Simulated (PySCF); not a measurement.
# C2H3Al (ethynylalumane): the cost of one run

The runs use PySCF 2.14.0, with density-fitted response routines of our own; the level of theory stands in each step. All values are computed, except where a source is named. Atoms are numbered from 0 throughout.

### 1 Starting geometry

6 atoms, charge 0, multiplicity 1; geometry from: GFN2-xTB.

Bonds of the start (Å): C0–C1 1.21, C1–Al2 1.94, C0–H3 1.06, Al2–H4 1.55, Al2–H5 1.55.

### 2 Relaxing the molecule at PBE0-D3(BJ)/def2-SVP

Job settings and geometry (Å):

```
{"job": {"xc": "PBE0", "basis": "def2-SVP", "d3": "d3bj", "grid": 1, "kind": "geom"}, "charge": 0, "multiplicity": 1}
C      1.865912    -0.224605    -0.123712
C      0.664532    -0.071923    -0.042359
Al    -1.261582     0.155430     0.085270
H      2.911390    -0.356820    -0.193979
H     -2.244900    -1.039640     0.001637
H     -1.932229     1.539548     0.277865
```

On the command line:

```bash
OMP_NUM_THREADS=1 python probes_run.py task.json out
```

The driver reads the jobs from task.json and runs them one after another.

Q: Estimate the wall time and peak memory of this first job on 1 thread of Arm Neoverse V1, shared host.

About 7 s, with a peak of 0.29 GiB.
